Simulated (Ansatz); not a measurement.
**Active spaces for C₂H₃N₃, singlet**

Calculated in Ansatz's Gaussian-basis code. Basis cc-pVTZ, nonrelativistic, no frozen core. State-specific CASSCF; RHF is the lowest restricted (open-shell) Hartree–Fock solution met. A star marks a space from which the shells under the valence were barred; without it they can enter the space, which moves the corrections. Solutions may break the symmetry of the shape. Lower solutions, or ones in other orbitals, may exist.

Geometry:

```json
{"atom": "N", "x (Å)": "-0.0169", "y (Å)": "0.0257", "z (Å)": "1.0596"}
{"atom": "N", "x (Å)": "0.0165", "y (Å)": "1.1611", "z (Å)": "0.3347"}
{"atom": "C", "x (Å)": "0.0160", "y (Å)": "-1.0680", "z (Å)": "0.2716"}
{"atom": "C", "x (Å)": "0.0020", "y (Å)": "0.6513", "z (Å)": "-0.8921"}
{"atom": "N", "x (Å)": "-0.0017", "y (Å)": "-0.7236", "z (Å)": "-0.9823"}
{"atom": "H", "x (Å)": "0.0097", "y (Å)": "0.0811", "z (Å)": "2.0661"}
{"atom": "H", "x (Å)": "-0.0100", "y (Å)": "-2.0983", "z (Å)": "0.6495"}
{"atom": "H", "x (Å)": "-0.0183", "y (Å)": "1.2987", "z (Å)": "-1.7855"}
```

Task: What do CASSCF and its corrections give against RHF in CAS(10,7)*, and what are the occupations?

Result: CASSCF -1.723 eV, SC-NEVPT2 -26.117 eV; occupations 2.00, 2.00, 2.00, 1.98, 1.94, 0.06, 0.02.

Task: Roughly how much CPU time does a whole run from the default start take (median of such runs, summed over threads; nearly all runs on one pinned thread of a shared server, mostly Xeon at 2.3 to 2.6 GHz, by a development driver)?

Result: CAS(10,7)*: about 26 s. Other jobs ran beside these, and the count of passes differs.
